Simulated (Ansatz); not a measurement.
A made-up structure of AlSiH$_{2}$O, doublet:

```xyz
5
angstrom
O -0.5903 -1.7740 0.7862
Si -0.7308 -0.5149 -0.0708
Al 0.8983 1.2509 0.4258
H -0.1372 -2.5850 1.0653
H 2.3612 1.3096 -0.2096
```

It is relaxed with PBE-D4/def2-SVP and then PBE0-D4/def2-TZVP (Ansatz 0.2.0). Atoms count as bonded within 1.22 times the sum of their covalent radii (H–H: 0.88 Å). The end point is not checked to be a true minimum.

(1) Does its bonding change? (Judge from chemistry; the calculation decides.)

Results:

(1) By the calculation: No: no bond forms or breaks.

Where it ends: The first stage lowers the energy by 0.76 eV in 12 steps. It ends as AlSiH₂O ([OH][Si][AlH]):
```
5
angstrom
O -0.8794 -1.9888 0.6793
Si -0.6010 -0.6065 -0.1861
Al 1.4021 0.6127 0.3272
H -0.2603 -2.2787 1.3499
H 2.1398 1.9479 -0.1732
```

Labels in which every atom is bracketed show which atoms are joined, not bond orders.

For scale, one of the runs: PBE0-D4/def2-TZVP relaxation, 117 basis functions, launched by `ansatz run in.yaml --threads 2 --pin off --events-out ev --progress --plain --max-ram 4352MiB`. The run took about 68 s on 2 CPU threads of an Arm Neoverse V2 (shared host).
